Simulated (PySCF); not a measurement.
Point-charge models of `C(CC)(C)=S` against its computed dipole.

Coordinates (GFN2-xTB, dihedral held, Å) and charges (e) from the PBE0/pcSseg-1 density (PySCF):

```tsv
atom	x	y	z	Mulliken	IAO	Hirshfeld	ESP-fitted
C1	1.594	-0.377	-0.111	-0.2554	-0.4180	-0.1273	-0.2824
C2	0.569	0.550	0.525	-0.2022	-0.2693	-0.0680	+0.1006
C3	-0.717	0.657	-0.230	-0.3882	-0.0147	+0.0649	+0.2651
C4	-1.753	1.556	0.358	-0.1549	-0.4361	-0.1216	-0.5540
S5	-1.000	-0.157	-1.606	-0.0560	-0.0961	-0.1082	-0.2572
H6	2.499	-0.405	0.490	+0.1135	+0.1397	+0.0405	+0.0768
H7	1.195	-1.384	-0.192	+0.1266	+0.1506	+0.0323	+0.0625
H8	1.846	-0.032	-1.110	+0.1267	+0.1505	+0.0329	+0.0652
H9	0.989	1.558	0.617	+0.1446	+0.1536	+0.0512	+0.0239
H10	0.339	0.215	1.543	+0.1428	+0.1541	+0.0516	+0.0223
H11	-2.209	1.067	1.222	+0.1419	+0.1660	+0.0566	+0.1716
H12	-1.312	2.490	0.705	+0.1235	+0.1522	+0.0507	+0.1660
H13	-2.535	1.766	-0.366	+0.1370	+0.1675	+0.0446	+0.1396
```

**Question.** Compute μ = Σ q r for each scheme (1 e·Å = 4.803 D) and compare with the dipole of the full density.

**Answer.** The full density gives (0.54, 1.30, 2.39) D, 2.78 D in size; dipole vectors point from the negative to the positive end.

```
    scheme     μx    μy    μz  size (D)  share of the full size (%)  angle to the full dipole (°)
  Mulliken   0.58  1.10  2.19      2.52                          91                             3
       IAO   0.34  0.92  1.73      1.99                          71                             1
 Hirshfeld  -0.01  0.84  1.30      1.55                          56                            13
ESP-fitted   0.54  1.34  2.48      2.87                         103                             0
```

**Question.** Which set comes closest?

**Answer.** Length of the difference vector: ESP-fitted 0.09 D, Mulliken 0.29 D, IAO 0.79 D, Hirshfeld 1.31 D. Closest: ESP-fitted. 

**Question.** What is left for the Hirshfeld atoms' own dipoles?

**Answer.** The Hirshfeld atoms' densities add up to the full density, so μ = Σ q r + Σ (atomic dipoles). The atomic dipoles sum to (0.54, 1.30, 2.39) − (-0.01, 0.84, 1.30) = (0.55, 0.46, 1.09) D, 1.31 D in size.

**Question.** With the origin at the mean of the coordinates, (-0.038, 0.577, 0.142) Å, which are the largest single terms, by size, of the Hirshfeld dipole along the direction of the full one?

**Answer.** S5 +1.06, H10 +0.28, H12 +0.28, H9 +0.26, C1 +0.21 D; all 13 atoms together +1.51 D. The single terms depend on the origin, their sum doesn't.

**Question.** Give the size of the full dipole in other units.

**Answer.** 2.78 D = 1.093 au = 0.579 e·Å = 9.27 × 10⁻³⁰ C·m.

The geometry is a constrained GFN2-xTB structure with the dihedral C1–C2–C3–C4 held at 180°, isolated molecule; it need not be a minimum.
